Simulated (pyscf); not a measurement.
Four-centre exchange: `[O]=[Ga][OH]` + `[H][H]` → `[O]=[GaH]` + `[OH2]`

Gas phase, singlet surface, charge 0. Bonds broken: Ga2–O3, H5–H6. Bonds formed: Ga2–H5, O3–H6. Structures and frequencies: ωB97X-D3(BJ)/def2-SVP in PySCF.

Transition state (Å):

```xyz
6

O     -0.1893    -0.1915     1.9870
Ga    -0.6972    -0.1691     0.4148
O     -1.9752    -0.6462    -0.9086
H     -2.9420    -0.6693    -0.8675
H     -0.2269     0.5709    -1.1749
H     -1.1220     0.1603    -1.4045
```

One imaginary mode, 1458i cm⁻¹; descent along it reached the two sides named, in the forms told below.

```json
[
 {"bond": "Ga2–O3", "change": "breaks", "reactant side (Å)": "1.753", "saddle": "1.901", "product side": "2.200"},
 {"bond": "H5–H6", "change": "breaks", "reactant side (Å)": "0.763", "saddle": "1.011", "product side": "3.5"},
 {"bond": "Ga2–H5", "change": "forms", "reactant side (Å)": "2.562", "saddle": "1.815", "product side": "1.529"},
 {"bond": "O3–H6", "change": "forms", "reactant side (Å)": "2.6", "saddle": "1.275", "product side": "0.967"}
]
```

Electronic energies relative to the separated reactants (kcal/mol):

```
level                   barrier  reaction energy  reverse barrier
----------------------  -------  ---------------  ---------------
ωB97X-D3(BJ)/def2-TZVP     29.5             +3.4             26.2
PBE/def2-TZVP              24.4             +2.4             22.0
r²SCAN/def2-TZVP           25.8             +3.8             22.0
B3LYP-D3(BJ)/def2-TZVP     28.8             +2.8             26.0
PBE0-D3(BJ)/def2-TZVP      25.7             +1.7             24.0
M06-2X/def2-TZVP           28.6             +6.4             22.2
ωB97M-D3(BJ)/def2-TZVP     28.9             +1.6             27.3
HF/def2-TZVP               39.0             +1.3             37.8
```

With ωB97M-D3(BJ)/def2-TZVP energies and thermal terms (ideal gas, 1 atm, RRHO with modes under 100 cm⁻¹ raised to 100, one conformer, R ln 2 for chiral ones without a mode under 150 cm⁻¹), in kcal/mol:

```
T (K)   ΔH‡   ΔG‡    ΔH    ΔG
-----  ----  ----  ----  ----
298    29.4  37.0  +4.5  +3.4
600    28.5  45.1  +3.7  +2.7
900    28.3  53.5  +3.0  +2.3
1200   28.5  61.9  +2.6  +2.2
```

On the product side the descent ends in an adduct with a Ga–O contact (not fully relaxed), 16.2 kcal/mol under the separated species and 42.3 kcal/mol under the saddle at ωB97X-D3(BJ)/def2-TZVP. What is counted as broken (Ga–O) persists as a longer contact in the product adduct; parting that adduct is a step of its own. At the saddle there is also a short Ga–H contact that neither side keeps. The same reactants have a lower exit, to HO–GaH–OH (barrier +16.3 kcal/mol at ωB97M-D3(BJ)/def2-TZVP, against +28.9 kcal/mol here). O=GaH lies 48.1 kcal/mol over its isomer HO–Ga [singlet] (electronic energy, ωB97M-D3(BJ)/def2-TZVP). This is the saddle that the search found; another between the same sides may lie lower. Elements up to Kr have no core potential and no relativistic terms here.
